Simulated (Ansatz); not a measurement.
# Molecular dynamics, step by step

MgSiH3 (SMILES [MgH][SiH2]), doublet, B3LYP-D4/6-31G (Ansatz 0.2.0). Settings (timestep in fs, temperature in K, friction in 1/fs; T counts 15 degrees of freedom, while the starting velocities carry no drift of the centre of mass, so T starts below the set value):

```yaml
hamiltonian: {xc: {name: B3LYP}, dispersion: d4}
md: {n_steps: 60, timestep: 0.75, temperature: 300, ensemble: nvt_langevin, seed: 689, friction: 0.002, initial_velocities: maxwell_boltzmann}
```

Start (the SMILES describes the start alone):

| atom | x (Å) | y (Å) | z (Å) |
| --- | --- | --- | --- |
| Mg1 | 0.1584 | -0.9662 | 1.1178 |
| Si2 | -0.6823 | 0.9762 | -0.1309 |
| H3 | 1.2821 | -2.2633 | 1.1498 |
| H4 | -1.2665 | 0.5462 | -1.4457 |
| H5 | 0.5083 | 1.7070 | -0.6911 |

| step | time (fs) | potential energy less the start (meV) | kinetic energy (meV) | T (K) |
| --- | --- | --- | --- | --- |
| 0 | 0.00 | 0.0 | 155.1 | 240 |
| 4 | 3.00 | -61.5 | 232.9 | 360 |
| 8 | 6.00 | -100.6 | 280.2 | 434 |
| 12 | 9.00 | -163.9 | 327.9 | 507 |
| 16 | 12.00 | -213.0 | 365.6 | 566 |
| 20 | 15.00 | -258.9 | 402.1 | 622 |
| 24 | 18.00 | -308.5 | 427.1 | 661 |
| 28 | 21.00 | -306.6 | 432.9 | 670 |
| 32 | 24.00 | -276.4 | 401.2 | 621 |
| 36 | 27.00 | -241.0 | 378.6 | 586 |
| 40 | 30.00 | -187.7 | 326.6 | 505 |
| 44 | 33.00 | -152.8 | 278.7 | 431 |
| 48 | 36.00 | -142.7 | 268.5 | 415 |
| 52 | 39.00 | -99.3 | 221.0 | 342 |
| 56 | 42.00 | -56.9 | 163.8 | 254 |
| 60 | 45.00 | -25.4 | 135.7 | 210 |

Step 16, positions (Å) and forces (eV/Å):

```csv
atom,x,y,z,Fx,Fy,Fz
Mg1,0.229,-0.968,1.119,0.248,-0.484,-0.010
Si2,-0.707,0.969,-0.168,-0.567,-0.419,0.100
H3,1.161,-2.364,1.595,-0.178,0.186,0.105
H4,-1.649,0.738,-1.358,0.296,0.223,0.187
H5,0.400,1.900,-0.508,0.201,0.494,-0.382
```

Step 36, positions (Å) and forces (eV/Å):

| atom | x | y | z | Fx | Fy | Fz |
| --- | --- | --- | --- | --- | --- | --- |
| Mg1 | 0.330 | -0.987 | 1.108 | -0.278 | 0.097 | 0.006 |
| Si2 | -0.746 | 0.961 | -0.204 | -0.406 | 0.308 | -0.469 |
| H3 | 0.740 | -2.209 | 2.276 | 0.030 | 0.160 | -0.216 |
| H4 | -1.965 | 1.096 | -1.169 | 0.421 | -0.448 | 0.484 |
| H5 | -0.080 | 2.287 | -0.539 | 0.232 | -0.117 | 0.195 |

Step 52, positions (Å) and forces (eV/Å):

| atom | x | y | z | Fx | Fy | Fz |
| --- | --- | --- | --- | --- | --- | --- |
| Mg1 | 0.393 | -0.999 | 1.085 | -0.591 | 0.642 | 0.000 |
| Si2 | -0.771 | 0.963 | -0.230 | 0.156 | 0.316 | 0.032 |
| H3 | 0.448 | -1.844 | 2.585 | 0.224 | -0.152 | -0.181 |
| H4 | -2.169 | 0.922 | -0.872 | 0.380 | -0.052 | 0.117 |
| H5 | -0.282 | 2.444 | -0.365 | -0.169 | -0.754 | 0.033 |

Last step (60):

```xyz
5
angstrom
Mg 0.4106 -0.9907 1.0717
Si -0.7822 0.9648 -0.2374
H 0.4142 -1.6800 2.6344
H -2.2233 0.7706 -0.7300
H -0.3290 2.3787 -0.2709
```

Hardware: 2 CPU threads of an AMD EPYC 7B13, shared host. Wall time about 43 s.
